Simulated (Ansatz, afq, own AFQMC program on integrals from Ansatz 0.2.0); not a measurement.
# Where AFQMC and coupled cluster stand for SiP, quartet

```xyz
2

Si    0.0000    0.0000    0.0000
P     0.0000    0.0000    2.6280
```

Basis 6-31G. Noble-gas cores (and the filled d shells of Ga–Kr and In–Xe) are frozen. Integrals, coupled cluster, full CI and functionals: Ansatz 0.2.0; the random walks run on the same integrals in our own AFQMC program. ph-AFQMC/CISD is guided by a CISD state made of CCSD amplitudes; releasing the constraint for a short imaginary time cuts its bias at the price of noise, slowly where states lie close. ± is one standard error of the sampling.

Determinant: UHF, the one that the program's search chose, which needn't be the lowest solution. The geometry is a point of a scan.

Full CI on the same integrals is exact in this basis and with this determinant's frozen core.

Cautions: lower spins were not checked; unrestricted determinant spin contaminated (⟨S²⟩ 3.85 against 3.75).

- T1 diagnostic: 0.0390
- weight of the determinant in the CISD state: 0.882
- ⟨S²⟩ of the determinant: 3.854
- size of the correlated space: 9 electrons in 16 orbitals

```csv
level,correlation energy (eV)
MP2,-1.3129
CCSD,-1.9561
CCSD(T),-2.0006
```

Estimate where phaseless AFQMC with a CISD trial lies against CCSD(T) on the same integrals.

0.43 ± 0.06 mEh below CCSD(T).

Reference: full CI, correlation energy -2.028 eV. The released energy is read at 2.40 1/Eh (meV from the phaseless value at times in 1/Eh: -2.7 ± 1.6 at 0.24, -4.7 ± 1.3 at 0.51, -7.7 ± 1.2 at 0.99, -9.7 ± 1.1 at 1.62, -10.3 ± 1.3 at 2.40).

| level | E − E(reference) (mEh) | share of correlation (%) |
| --- | --- | --- |
| CCSD(T) | 1.02 | 98.63 |
| CCSDT | 0.18 | 99.76 |
| CCSDT(Q) | 0.03 | 99.96 |
| CCSDTQ | 0.01 | 99.99 |
| ph-AFQMC/CISD | 0.59 ± 0.06 | 99.20 |
| released AFQMC | 0.22 ± 0.05 | 99.71 |

CCSDT and higher add their correlation energy to the determinant of the CCSD(T) run, since their own runs factorise the integrals more tightly (a shift of under 2 meV). A walk keeps the symmetry of its determinant, which the program's search chose and which needn't be the lowest solution, so a lower state of the same spin and another symmetry isn't excluded. Released energies are given only where the last usable release times agree within the noise; a slower fall can still hide under it.
